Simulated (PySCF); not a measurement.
# SO3⁻ with other numerical set-ups

The method stays; parts of the set-up, such as the basis or the Hamiltonian, are changed.

Method: method and basis as typed in the scripts; program: PySCF 2.14.0.

1 further run of the same task is left out (it didn't finish).

## Step 1: The system as given

SO3⁻: 4 atoms, charge -1, spin multiplicity 2.

Bond lengths: S1–O2 1.505 Å, S1–O3 1.505 Å, S1–O4 1.505 Å. Angles: O2–S1–O3 113.8°, O2–S1–O4 113.8°, O3–S1–O4 113.8°.

## Step 2: The run that the others are compared with

File input.py:

```python
from pyscf import gto, dft

mol = gto.M(
    atom='S 0 0.2287 0; O -0.0001 -0.1524 1.4557; O 1.2607 -0.1524 -0.7278; O -1.2607 -0.1524 -0.7279',
    basis='3-21g',
    charge=-1,
    spin=1,
    verbose=4,
)
mf = dft.UKS(mol, xc='pw6b95')
mf.kernel()
mf.dip_moment()
print('orbital energies (hartree):', [e[max(0, n-3):n+3].round(4) for e, n in zip(mf.mo_energy, mol.nelec)])
```

Launch:

```
OMP_NUM_THREADS=1 python input.py
```

The log of this run is left out.

Base result: E(SCF) = -621.016515 Eh, 10 cycles, ⟨S²⟩ = 0.756.

The dipole of an ion depends on the origin.

## Step 3: Integration grid 0

Variant 1 changes integration grid: default → 0.

File input.py:

```python
from pyscf import gto, dft

mol = gto.M(
    atom='S 0 0.2287 0; O -0.0001 -0.1524 1.4557; O 1.2607 -0.1524 -0.7278; O -1.2607 -0.1524 -0.7279',
    basis='3-21g',
    charge=-1,
    spin=1,
    verbose=4,
)
mf = dft.UKS(mol, xc='pw6b95')
mf.grids.level = 0
mf.kernel()
mf.dip_moment()
print('orbital energies (hartree):', [e[max(0, n-3):n+3].round(4) for e, n in zip(mf.mo_energy, mol.nelec)])
```

Launch:

```
OMP_NUM_THREADS=1 python input.py
```

## Step 4: X2c-svpall (X2C on)

Variant 2 changes basis set: 3-21g → x2c-svpall; spin-free X2C: off → on.

input.py, as its differences from that of step 2:

```diff
@@ -4,3 +4,3 @@
     atom='S 0 0.2287 0; O -0.0001 -0.1524 1.4557; O 1.2607 -0.1524 -0.7278; O -1.2607 -0.1524 -0.7279',
-    basis='3-21g',
+    basis='x2c-svpall',
     charge=-1,
@@ -10,2 +10,3 @@
 mf = dft.UKS(mol, xc='pw6b95')
+mf = mf.sfx2c1e()
 mf.kernel()
```

Q: Predict the outcome of this session. Wanted: for each run, E(SCF); from base; gap, α spin.

As calculated:

```
                             run  E(SCF) (hartree)  from base (eV)  cycles  gap, α spin (eV)  functions
                            base       -621.016515               0      10              9.10         40
integration grid 0 (poor choice)       -620.954925         +1.6759      10              9.12         40
             x2c-svpall (X2C on)       -625.325951  not comparable      11              9.58         60
```

The highest filled level of this anion is positive: the basis lacks diffuse functions or the electron is not bound, so these numbers hang on the basis. Rows marked «poor choice» come from settings spoiled on purpose.
